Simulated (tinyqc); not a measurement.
Inside a calculation (part 1 of 2). Method: coupled-perturbed Hartree-Fock on RHF in the sto-3g basis, for H2O, spin multiplicity 1. Computed by tinyqc, a small Python program that keeps every step (integrals from PySCF). Settings: charge = 0, multiplicity = 1, basis = sto-3g, method = RHF, energy threshold = 1e-10, iteration cap = 64, orthogonalisation = canonical, start = core, DIIS depth = 6. Command: `OMP_NUM_THREADS=1 python tinyqc.py 23129 23130 out.jsonl` (the two numbers bound the seeds that draw the settings). One thread of a shared host (Intel(R) Xeon(R) Processor @ 2.60GHz), about 0.1 s of CPU time with the checks. The early iterations of the SCF are left out here.

## One-electron integrals

Geometry (angstrom):

| atom | x | y | z |
|---|---|---|---|
| O | 0.000000 | 0.000000 | 0.000000 |
| H | 0.000000 | 0.957000 | 0.674000 |
| H | 0.000000 | -0.957000 | 0.674000 |

Basis sto-3g: exponents (1/bohr^2) and contraction coefficients of normalised primitives:

| element | l (shell) | exponent | coefficient |
|---|---|---|---|
| O | s (1) | 130.709320 | 0.154329 |
| O | s (1) | 23.808861 | 0.535328 |
| O | s (1) | 6.443608 | 0.444635 |
| O | s (2) | 5.033151 | -0.099967 |
| O | s (2) | 1.169596 | 0.399513 |
| O | s (2) | 0.380389 | 0.700115 |
| O | p (3) | 5.033151 | 0.155916 |
| O | p (3) | 1.169596 | 0.607684 |
| O | p (3) | 0.380389 | 0.391957 |
| H | s (1) | 3.425251 | 0.154329 |
| H | s (1) | 0.623914 | 0.535328 |
| H | s (1) | 0.168855 | 0.444635 |

Overlap, kinetic and nuclear-attraction integrals over the contracted functions; the nuclear repulsion is the sum of Za Zb / Rab.

nuclear repulsion = 7.50985278 hartree

overlap S:
```
           1O 1s     1O 2s    1O 2px     1O 2py    1O 2pz     2H 1s      3H 1s
1O 1s   1.000000  0.236704  0.000000   0.000000  0.000000  0.032495   0.032495
1O 2s   0.236704  1.000000  0.000000   0.000000  0.000000  0.346420   0.346420
1O 2px  0.000000  0.000000  1.000000   0.000000  0.000000  0.000000   0.000000
1O 2py  0.000000  0.000000  0.000000   1.000000  0.000000  0.256375  -0.256375
1O 2pz  0.000000  0.000000  0.000000   0.000000  1.000000  0.180561   0.180561
2H 1s   0.032495  0.346420  0.000000   0.256375  0.180561  1.000000   0.137064
3H 1s   0.032495  0.346420  0.000000  -0.256375  0.180561  0.137064   1.000000
```

kinetic energy T (hartree):
```
            1O 1s      1O 2s    1O 2px     1O 2py    1O 2pz      2H 1s      3H 1s
1O 1s   29.003200  -0.168011  0.000000   0.000000  0.000000  -0.008922  -0.008922
1O 2s   -0.168011   0.808128  0.000000   0.000000  0.000000   0.048887   0.048887
1O 2px   0.000000   0.000000  2.528731   0.000000  0.000000   0.000000   0.000000
1O 2py   0.000000   0.000000  0.000000   2.528731  0.000000   0.120802  -0.120802
1O 2pz   0.000000   0.000000  0.000000   0.000000  2.528731   0.085079   0.085079
2H 1s   -0.008922   0.048887  0.000000   0.120802  0.085079   0.760032  -0.008826
3H 1s   -0.008922   0.048887  0.000000  -0.120802  0.085079  -0.008826   0.760032
```

nuclear attraction V (hartree):
```
             1O 1s      1O 2s     1O 2px     1O 2py     1O 2pz      2H 1s      3H 1s
1O 1s   -61.522627  -7.397101   0.000000   0.000000  -0.011955  -1.038672  -1.038672
1O 2s    -7.397101  -9.953231   0.000000   0.000000  -0.147709  -2.600506  -2.600506
1O 2px    0.000000   0.000000  -9.828946   0.000000   0.000000   0.000000   0.000000
1O 2py    0.000000   0.000000   0.000000  -9.931558   0.000000  -1.687065   1.687065
1O 2pz   -0.011955  -0.147709   0.000000   0.000000  -9.879843  -1.222660  -1.222660
2H 1s    -1.038672  -2.600506   0.000000  -1.687065  -1.222660  -5.062906  -0.781952
3H 1s    -1.038672  -2.600506   0.000000   1.687065  -1.222660  -0.781952  -5.062906
```

core Hamiltonian H = T + V (hartree):
```
             1O 1s      1O 2s     1O 2px     1O 2py     1O 2pz      2H 1s      3H 1s
1O 1s   -32.519427  -7.565111   0.000000   0.000000  -0.011955  -1.047594  -1.047594
1O 2s    -7.565111  -9.145103   0.000000   0.000000  -0.147709  -2.551619  -2.551619
1O 2px    0.000000   0.000000  -7.300215   0.000000   0.000000   0.000000   0.000000
1O 2py    0.000000   0.000000   0.000000  -7.402826   0.000000  -1.566264   1.566264
1O 2pz   -0.011955  -0.147709   0.000000   0.000000  -7.351112  -1.137581  -1.137581
2H 1s    -1.047594  -2.551619   0.000000  -1.566264  -1.137581  -4.302875  -0.790778
3H 1s    -1.047594  -2.551619   0.000000   1.566264  -1.137581  -0.790778  -4.302875
```

## Two-electron integrals

Functions are numbered as in S; the eight-fold symmetry (ij|kl) = (ji|kl) = (kl|ij) leaves the list below.

Two-electron integrals (ij|kl) in chemists' order, unique and non-zero (hartree):
```
(11|11) 4.785065    (21|11) 0.741380    (21|21) 0.136873    (22|11) 1.118947
(22|21) 0.256633    (22|22) 0.817206    (31|31) 0.024477    (32|31) 0.037809
(32|32) 0.180518    (33|11) 1.115814    (33|21) 0.256684    (33|22) 0.817023
(33|33) 0.880159    (41|41) 0.024477    (42|41) 0.037809    (42|42) 0.180518
(43|43) 0.047444    (44|11) 1.115814    (44|21) 0.256684    (44|22) 0.817023
(44|33) 0.785270    (44|44) 0.880159    (51|51) 0.024477    (52|51) 0.037809
(52|52) 0.180518    (53|53) 0.047444    (54|54) 0.047444    (55|11) 1.115814
(55|21) 0.256684    (55|22) 0.817023    (55|33) 0.785270    (55|44) 0.785270
(55|55) 0.880159    (61|11) 0.102924    (61|21) 0.018861    (61|22) 0.035202
(61|33) 0.035134    (61|41) 0.000699    (61|42) 0.001321    (61|44) 0.035275
(61|51) 0.000492    (61|52) 0.000930    (61|54) 0.000099    (61|55) 0.035204
(61|61) 0.002632    (62|11) 0.275228    (62|21) 0.064025    (62|22) 0.228820
(62|33) 0.224757    (62|41) 0.003928    (62|42) 0.031266    (62|44) 0.232752
(62|51) 0.002766    (62|52) 0.022020    (62|54) 0.005631    (62|55) 0.228722
(62|61) 0.009012    (62|62) 0.082428    (63|31) 0.006389    (63|32) 0.038309
(63|43) 0.006326    (63|53) 0.004455    (63|63) 0.011166    (64|11) 0.170722
(64|21) 0.040197    (64|22) 0.153389    (64|33) 0.146596    (64|41) 0.008533
(64|42) 0.057919    (64|44) 0.164294    (64|51) 0.001510    (64|52) 0.013811
(64|54) 0.008009    (64|55) 0.149099    (64|61) 0.005882    (64|62) 0.067191
(64|64) 0.065321    (65|11) 0.120237    (65|21) 0.028310    (65|22) 0.108029
(65|33) 0.103245    (65|41) 0.001510    (65|42) 0.013811    (65|44) 0.106799
(65|51) 0.007453    (65|52) 0.048036    (65|54) 0.008829    (65|55) 0.113919
(65|61) 0.004143    (65|62) 0.047322    (65|64) 0.038141    (65|65) 0.038028
(66|11) 0.444731    (66|21) 0.105105    (66|22) 0.432763    (66|33) 0.416227
(66|41) 0.007646    (66|42) 0.085874    (66|44) 0.449038    (66|51) 0.005385
(66|52) 0.060480    (66|54) 0.023108    (66|55) 0.432502    (66|61) 0.014887
(66|62) 0.205061    (66|64) 0.190816    (66|65) 0.134389    (66|66) 0.774606
(71|11) 0.102924    (71|21) 0.018861    (71|22) 0.035202    (71|33) 0.035134
(71|41) -0.000699   (71|42) -0.001321   (71|44) 0.035275    (71|51) 0.000492
(71|52) 0.000930    (71|54) -0.000099   (71|55) 0.035204    (71|61) 0.002589
(71|62) 0.008710    (71|64) 0.005247    (71|65) 0.004008    (71|66) 0.014275
(71|71) 0.002632    (72|11) 0.275228    (72|21) 0.064025    (72|22) 0.228820
(72|33) 0.224757    (72|41) -0.003928   (72|42) -0.031266   (72|44) 0.232752
(72|51) 0.002766    (72|52) 0.022020    (72|54) -0.005631   (72|55) 0.228722
(72|61) 0.008710    (72|62) 0.064117    (72|64) 0.036608    (72|65) 0.035690
(72|66) 0.126834    (72|71) 0.009012    (72|72) 0.082428    (73|31) 0.006389
(73|32) 0.038309    (73|43) -0.006326   (73|53) 0.004455    (73|63) 0.008319
(73|73) 0.011166    (74|11) -0.170722   (74|21) -0.040197   (74|22) -0.153389
(74|33) -0.146596   (74|41) 0.008533    (74|42) 0.057919    (74|44) -0.164294
(74|51) -0.001510   (74|52) -0.013811   (74|54) 0.008009    (74|55) -0.149099
(74|61) -0.005247   (74|62) -0.036608   (74|64) -0.013099   (74|65) -0.020009
(74|66) -0.067116   (74|71) -0.005882   (74|72) -0.067191   (74|74) 0.065321
(75|11) 0.120237    (75|21) 0.028310    (75|22) 0.108029    (75|33) 0.103245
(75|41) -0.001510   (75|42) -0.013811   (75|44) 0.106799    (75|51) 0.007453
(75|52) 0.048036    (75|54) -0.008829   (75|55) 0.113919    (75|61) 0.004008
(75|62) 0.035690    (75|64) 0.020009    (75|65) 0.027893    (75|66) 0.076636
(75|71) 0.004143    (75|72) 0.047322    (75|74) -0.038141   (75|75) 0.038028
(76|11) 0.078182    (76|21) 0.018356    (76|22) 0.071308    (76|33) 0.069693
(76|44) 0.071217    (76|51) 0.001239    (76|52) 0.011820    (76|55) 0.072933
(76|61) 0.002553    (76|62) 0.025269    (76|64) 0.018015    (76|65) 0.016346
(76|66) 0.065669    (76|71) 0.002553    (76|72) 0.025269    (76|74) -0.018015
(76|75) 0.016346    (76|76) 0.009827    (77|11) 0.444731    (77|21) 0.105105
(77|22) 0.432763    (77|33) 0.416227    (77|41) -0.007646   (77|42) -0.085874
(77|44) 0.449038    (77|51) 0.005385    (77|52) 0.060480    (77|54) -0.023108
(77|55) 0.432502    (77|61) 0.014275    (77|62) 0.126834    (77|64) 0.067116
(77|65) 0.076636    (77|66) 0.275195    (77|71) 0.014887    (77|72) 0.205061
(77|74) -0.190816   (77|75) 0.134389    (77|76) 0.065669    (77|77) 0.774606
```

## Orthogonalisation

S = U s U^T; canonical form X = U s^(-1/2), so that X^T S X = 1. Each column of U has its largest component positive (the first on a tie).

eigenvalues of S: 0.477809  0.562479  0.891309  1.000000  1.095757  1.300457  1.672189

X:
```
                1          2          3         4          5          6         7
1O 1s   -0.373895   0.000000   0.717265  0.000000  -0.609099   0.000000  0.201842
1O 2s    0.995854   0.000000  -0.273874  0.000000  -0.292446   0.000000  0.467569
1O 2px   0.000000   0.000000   0.000000  1.000000   0.000000   0.000000  0.000000
1O 2py   0.000000   0.850778   0.000000  0.000000   0.000000   0.675196  0.000000
1O 2pz   0.430721   0.000000   0.671413  0.000000   0.632340   0.000000  0.206660
2H 1s   -0.622833  -0.725955  -0.202084  0.000000   0.167676   0.395646  0.384675
3H 1s   -0.622833   0.725955  -0.202084  0.000000   0.167676  -0.395646  0.384675
```

## Starting guess

The start is the orbitals of the core Hamiltonian; D = 2 C_occ C_occ^T.

D at the start:
```
            1O 1s      1O 2s    1O 2px     1O 2py     1O 2pz      2H 1s      3H 1s
1O 1s    2.128132  -0.557140  0.000000   0.000000  -0.030321   0.059390   0.059390
1O 2s   -0.557140   2.418728  0.000000   0.000000   0.172189  -0.252718  -0.252718
1O 2px   0.000000   0.000000  2.000000   0.000000   0.000000   0.000000   0.000000
1O 2py   0.000000   0.000000  0.000000   2.217522   0.000000  -0.265686   0.265686
1O 2pz  -0.030321   0.172189  0.000000   0.000000   2.095928  -0.167598  -0.167598
2H 1s    0.059390  -0.252718  0.000000  -0.265686  -0.167598   0.068981   0.005316
3H 1s    0.059390  -0.252718  0.000000   0.265686  -0.167598   0.005316   0.068981
```

## Iteration 9 (converged): orbitals

converged F (hartree):
```
             1O 1s      1O 2s     1O 2px     1O 2py     1O 2pz      2H 1s      3H 1s
1O 1s   -20.257945  -5.163434   0.000000   0.000000  -0.023694  -0.722806  -0.722806
1O 2s    -5.163434  -2.395219   0.000000   0.000000  -0.051927  -0.707794  -0.707794
1O 2px    0.000000   0.000000  -0.384272   0.000000   0.000000   0.000000   0.000000
1O 2py    0.000000   0.000000   0.000000  -0.201454   0.000000  -0.347183   0.347183
1O 2pz   -0.023694  -0.051927   0.000000   0.000000  -0.244857  -0.289242  -0.289242
2H 1s    -0.722806  -0.707794   0.000000  -0.347183  -0.289242  -0.355928  -0.184163
3H 1s    -0.722806  -0.707794   0.000000   0.347183  -0.289242  -0.184163  -0.355928
```

Diagonalise F' = X^T F X, C = X C', fill 5 alpha and 5 beta electrons from the bottom; D = 2 C_occ C_occ^T. Each column has its largest component positive (the first on a tie).

F' = X^T F X (hartree):
```
           1         2          3          4          5          6          7
1  -0.470493  0.000000   2.504669   0.000000  -2.082721   0.000000   0.732191
2   0.000000  0.530855   0.000000   0.000000   0.000000   0.089568   0.000000
3   2.504669  0.000000  -8.311979   0.000000   8.469422   0.000000  -4.224686
4   0.000000  0.000000   0.000000  -0.384272   0.000000   0.000000   0.000000
5  -2.082721  0.000000   8.469422   0.000000  -9.339474   0.000000   4.656747
6   0.000000  0.089568   0.000000   0.000000   0.000000  -0.516599   0.000000
7   0.732191  0.000000  -4.224686   0.000000   4.656747   0.000000  -3.331544
```

orbital energies (hartree): MO1 -20.266057, MO2 -1.184822, MO3 -0.524203, MO4 -0.414591, MO5 -0.384272, MO6 0.411980, MO7 0.538459

coefficients C:
```
              MO1        MO2        MO3        MO4       MO5        MO6        MO7
1O 1s    0.994545  -0.242577   0.000000   0.085539  0.000000  -0.103578   0.000000
1O 2s    0.023281   0.909235   0.000000  -0.435460  0.000000   0.594981   0.000000
1O 2px   0.000000   0.000000   0.000000   0.000000  1.000000   0.000000   0.000000
1O 2py   0.000000   0.000000   0.600808   0.000000  0.000000   0.000000   0.904843
1O 2pz   0.002612   0.065818   0.000000   0.752172  0.000000   0.713286   0.000000
2H 1s   -0.004082   0.135443   0.455636   0.345769  0.000000  -0.683323  -0.689885
3H 1s   -0.004082   0.135443  -0.455636   0.345769  0.000000  -0.683323   0.689885
```

D after iteration 9:
```
            1O 1s      1O 2s    1O 2px     1O 2py     1O 2pz      2H 1s      3H 1s
1O 1s    2.110559  -0.469309  0.000000   0.000000   0.101943  -0.014677  -0.014677
1O 2s   -0.469309   2.033751  0.000000   0.000000  -0.535273  -0.055029  -0.055029
1O 2px   0.000000   0.000000  2.000000   0.000000   0.000000   0.000000   0.000000
1O 2py   0.000000   0.000000  0.000000   0.721942   0.000000   0.547500  -0.547500
1O 2pz   0.101943  -0.535273  0.000000   0.000000   1.140202   0.537962   0.537962
2H 1s   -0.014677  -0.055029  0.000000   0.547500   0.537962   0.691043  -0.139374
3H 1s   -0.014677  -0.055029  0.000000  -0.547500   0.537962  -0.139374   0.691043
```

## Convergence

Stop when the energy changes by less than 1e-10 hartree and every element of the error matrix X^T (F D S - S D F) X is below 3e-06.

Course of the cycle:

| iteration | E (hartree) | change | largest element of the error matrix |
|---|---|---|---|
| 1 | -73.30902403 | - | 7.20e-01 |
| 2 | -74.70679789 | -1.40e+00 | 4.49e-01 |
| 3 | -74.90052620 | -1.94e-01 | 6.63e-02 |
| 4 | -74.90585314 | -5.33e-03 | 2.14e-02 |
| 5 | -74.90632325 | -4.70e-04 | 5.41e-03 |
| 6 | -74.90638027 | -5.70e-05 | 5.23e-04 |
| 7 | -74.90638060 | -3.34e-07 | 1.05e-05 |
| 8 | -74.90638060 | -1.71e-10 | 2.67e-07 |
| 9 | -74.90638060 | -9.95e-14 | 2.26e-09 |

PySCF RHF in the same basis = -74.90638060 hartree

Converged in 9 iterations.

## Populations, bond orders and dipole

Mulliken: Z minus the diagonal of D S on the atom; Loewdin: the same with S^(1/2) D S^(1/2); Mayer order: 2 sum_s sum (D(s) S)_ij (D(s) S)_ji over the two atoms.

Charges (e):

| atom | Mulliken | Loewdin |
|---|---|---|
| 1O | -0.220199 | -0.164592 |
| 2H | 0.110100 | 0.082296 |
| 3H | 0.110100 | 0.082296 |

Mayer bond orders:

| pair | order |
|---|---|
| 2-1 | 0.976337 |
| 3-1 | 0.976337 |
| 3-2 | 0.011541 |

dipole moment about the origin, x y z (debye): 0.000000  0.000000  1.412958

## Integrals over molecular orbitals

(pq|rs) = sum C_ip C_jq C_kr C_ls (ij|kl), one index at a time.

one-electron integrals over orbitals h = C^T H C (hartree):
```
            1          2          3          4          5          6          7
1  -32.503137   0.575007   0.000000  -0.188939   0.000000   0.238936   0.000000
2    0.575007  -7.532605   0.000000   0.536965   0.000000  -1.137723   0.000000
3    0.000000   0.000000  -5.845517   0.000000   0.000000   0.000000  -1.809573
4   -0.188939   0.536965   0.000000  -6.460816   0.000000  -1.388357   0.000000
5    0.000000   0.000000   0.000000   0.000000  -7.300215   0.000000   0.000000
6    0.238936  -1.137723   0.000000  -1.388357   0.000000  -5.203432   0.000000
7    0.000000   0.000000  -1.809573   0.000000   0.000000   0.000000  -5.493221
```

Two-electron integrals over orbitals (pq|rs), unique and non-zero (hartree):
```
(11|11) 4.747419    (21|11) -0.434486   (21|21) 0.062740    (22|11) 1.029289
(22|21) -0.016178   (22|22) 0.725694    (31|31) 0.010240    (32|31) 0.016233
(32|32) 0.124835    (33|11) 0.741745    (33|21) -0.004732   (33|22) 0.600417
(33|33) 0.575264    (41|11) 0.151581    (41|21) -0.020482   (41|22) 0.010818
(41|33) 0.004960    (41|41) 0.022922    (42|11) -0.146111   (42|21) 0.007359
(42|22) -0.033003   (42|33) 0.003451    (42|41) 0.019092    (42|42) 0.130243
(43|31) -0.001960   (43|32) 0.030808    (43|43) 0.058435    (44|11) 0.919355
(44|21) -0.010654   (44|22) 0.657925    (44|33) 0.552370    (44|41) -0.008218
(44|42) -0.090010   (44|44) 0.682668    (51|51) 0.025942    (52|51) 0.033570
(52|52) 0.153109    (53|53) 0.025235    (54|51) -0.010885   (54|52) -0.041118
(54|54) 0.045413    (55|11) 1.115363    (55|21) -0.012337   (55|22) 0.758878
(55|33) 0.587866    (55|41) 0.004267    (55|42) -0.079711   (55|44) 0.680634
(55|55) 0.880159    (61|11) -0.185278   (61|21) 0.028188    (61|22) -0.003018
(61|33) 0.000445    (61|41) 0.004172    (61|42) 0.020430    (61|44) -0.014166
(61|55) -0.005119   (61|61) 0.023701    (62|11) 0.250118    (62|21) -0.006062
(62|22) 0.124489    (62|33) 0.059419    (62|41) 0.018151    (62|42) 0.037543
(62|44) 0.058097    (62|55) 0.133992    (62|61) 0.010263    (62|62) 0.091115
(63|31) 0.002153    (63|32) -0.039417   (63|43) -0.042923   (63|63) 0.080643
(64|11) 0.283627    (64|21) -0.003851   (64|22) 0.139364    (64|33) 0.048534
(64|41) 0.001521    (64|42) -0.047597   (64|44) 0.133627    (64|55) 0.159167
(64|61) -0.001575   (64|62) 0.060359    (64|64) 0.104899    (65|51) 0.012332
(65|52) 0.048845    (65|54) 0.007864    (65|65) 0.032663    (66|11) 0.758978
(66|21) -0.007370   (66|22) 0.578758    (66|33) 0.535074    (66|41) 0.016460
(66|42) 0.045117    (66|44) 0.535390    (66|55) 0.566016    (66|61) 0.008273
(66|62) 0.085439    (66|64) 0.054145    (66|66) 0.566383    (71|31) 0.014042
(71|32) 0.021347    (71|43) -0.002705   (71|63) 0.002456    (71|71) 0.019280
(72|31) 0.015099    (72|32) 0.060038    (72|43) -0.026487   (72|63) 0.026778
(72|71) 0.019861    (72|72) 0.071368    (73|11) 0.375145    (73|21) -0.006866
(73|22) 0.176394    (73|33) 0.087734    (73|41) -0.000072   (73|42) -0.073331
(73|44) 0.141002    (73|55) 0.208398    (73|61) -0.005104   (73|62) 0.065446
(73|64) 0.106639    (73|66) 0.045520    (73|73) 0.161128    (74|31) -0.007422
(74|32) -0.068184   (74|43) -0.018015   (74|63) 0.059081    (74|71) -0.010248
(74|72) -0.017695   (74|74) 0.070005    (75|53) 0.023975    (75|75) 0.025759
(76|31) 0.007143    (76|32) 0.082390    (76|43) 0.067112    (76|63) -0.071220
(76|71) 0.009669    (76|72) -0.000533   (76|74) -0.060308   (76|76) 0.113184
(77|11) 0.835860    (77|21) -0.009007   (77|22) 0.605464    (77|33) 0.570435
(77|41) 0.003365    (77|42) -0.021414   (77|44) 0.571102    (77|55) 0.606749
(77|61) -0.003495   (77|62) 0.058723    (77|64) 0.056606    (77|66) 0.539189
(77|73) 0.101922    (77|77) 0.589713
```

## Response to a field: uncoupled start

dipole integrals <a|z|i> (bohr):
```
          i1        i2         i3         i4        i5
a6  0.044234  0.001927   0.000000  -0.587753  0.000000
a7  0.000000  0.000000  -0.691588   0.000000  0.000000
```

Field along z; U_ai = -mu_ai / (e_a - e_i), alpha = -4 sum U_ai mu_ai.

uncoupled U:
```
           i1         i2        i3        i4        i5
a6  -0.002139  -0.001207  0.000000  0.711074  0.000000
a7   0.000000   0.000000  0.650807  0.000000  0.000000
```

uncoupled polarisability = 3.472491 bohr^3

## Coupled step 1

U_ai = -(mu_ai + sum_bj [4 (ai|bj) - (ab|ij) - (aj|bi)] U_bj) / (e_a - e_i); alpha = -4 sum U_ai mu_ai.

U after step 1:
```
           i1         i2        i3        i4        i5
a6  -0.000535  -0.124133  0.000000  0.664581  0.000000
a7   0.000000   0.000000  0.503247  0.000000  0.000000
```

polarisability = 2.955647 bohr^3

## Coupled step 2

As before.

U after step 2:
```
           i1         i2        i3        i4        i5
a6  -0.000517  -0.129621  0.000000  0.726049  0.000000
a7   0.000000   0.000000  0.522000  0.000000  0.000000
```

polarisability = 3.152076 bohr^3
